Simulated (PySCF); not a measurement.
**Continuum solvent and chemical shifts**

Structure with atom numbers: `[Cl:1][c:2]1[cH:3][n:4][n:5][nH:6]1`. Each H is labelled by its parent atom.

GIAO PBE0/pcSseg-1 in PySCF 2.14 on one PBE0-D3(BJ)/def2-SVP conformer, non-relativistic, equivalent nuclei averaged. Solvents enter as an IEF-PCM continuum (chloroform with ε = 4.7, tetrahydrofuran with ε = 7.4) around the gas-phase geometry. Shifts are referred to TMS computed in the same medium.

Gas phase, δ in ppm: C3 133.9, C2 132.7, H(N6) 10.36, H(C3) 7.57. Dipole moment 3.36 D.

Question: How does each δ change in the continuum?

Answer: 
| atoms | environment | Δδ, chloroform | Δδ, tetrahydrofuran |
| --- | --- | --- | --- |
| C3 | aromatic CH next to a ring nitrogen | +1.7 | +1.9 |
| C2 | aromatic carbon bearing chlorine | +3.2 | +3.7 |
| H(N6) | hydrogen on a pyrrole-type ring nitrogen | +0.70 | +0.81 |
| H(C3) | hydrogen on an aromatic CH next to a ring nitrogen | +0.18 | +0.20 |

Changes are relative to the gas phase. The dipole moment becomes 4.15 D in chloroform, 4.28 D in tetrahydrofuran.

Question: Which of the listed nuclei move most (in ppm), and what does the model miss? (N and O are left out, as their reference compounds move with the solvent too.)

Answer: C2 (aromatic carbon bearing chlorine, +3.7 ppm) in tetrahydrofuran. A continuum only polarises the solute; specific hydrogen bonds, the anisotropy of aromatic solvents and changes of geometry or conformer are outside it.
